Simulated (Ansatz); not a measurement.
# CF, sextet: the ladder up to full CI

Geometry: that of the CF, quartet, kept fixed. The doublet lies 16.2 eV lower here.

```yaml
atoms:
  - { symbol: C, position_ang: [0.0000, 0.0000, 0.0000] }
  - { symbol: F, position_ang: [0.0000, 0.0000, 1.3159] }
```

Basis 6-31G; Ansatz 0.2.0. Correlated methods freeze the noble-gas cores, which leaves 11 electrons in 16 orbitals. R marks a restricted (for open shells ROHF) determinant, U an unrestricted one. Active spaces: valence = (11e, 8o) chosen from the atoms' valence shells.

Full CI is exact within this basis and frozen core; it isn't the basis-set limit. The frozen core follows each run's orbitals, which can shift R against U totals by a few meV.

For open shells CISD and CISDTQ are restricted-active-space CI with the open shells as a complete middle space.

The UHF ⟨S²⟩ is 8.754. The T1 diagnostic (RCCSD) is 0.0113 and the largest doubles amplitude (RCCSD) is 0.041. The T1 diagnostic (UCCSD) is 0.0075.

```tsv
level	E − E(full CI) (kJ/mol)	share of correlation (%)	wall time
RHF	295.3	0.00	–
UHF	285.4	3.36	–
RMP2	31.9	89.20	–
UMP2	31.8	89.25	–
CISD	10.2	96.55	0.99 s
RCCSD	3.1	98.97	–
UCCSD	2.8	99.06	–
RCCSD(T)	0.6	99.81	0.48 s
UCCSD(T)	0.4	99.85	0.48 s
BCCD(T)	0.5	99.81	0.51 s
RCCSDT	0.2	99.94	–
UCCSDT	0.1	99.98	–
CISDTQ	0.2	99.93	22 s
RCCSDT(Q)	0.0	100.00	3.3 s
UCCSDT(Q)	-0.1	100.05	2.9 s
RCCSDTQ	0.0	100.01	34 s
UCCSDTQ	-0.2	100.05	34 s
CASSCF (valence space)	292.8	0.85	–
NEVPT2 (valence space)	64.4	78.21	0.18 s
MRCISD (valence space)	11.8	95.99	–
MRCISD+Q (valence space)	2.8	99.04	0.99 s
```

The correlation energy at full CI, counted from RHF, is -3.061 eV. That run took 24 s on 1 thread of Arm Neoverse V1, shared host over 1,801,800 determinants.

Times hold each run's SCF and search for its determinant on a shared host, so for small cases they say little of a method's own cost; they ran on 1 thread of Arm Neoverse V1. Some runs computed forces too.

The full-CI state has the irrep B1 of C2v, in the program's axes (one component, if the state is degenerate).

Natural occupations of full CI about the gap: 1.992 1.986 1.982 1.000 0.997 0.996 0.994 0.994 0.015 0.013; effectively unpaired electrons, Σ n²(2−n)², 5.00.
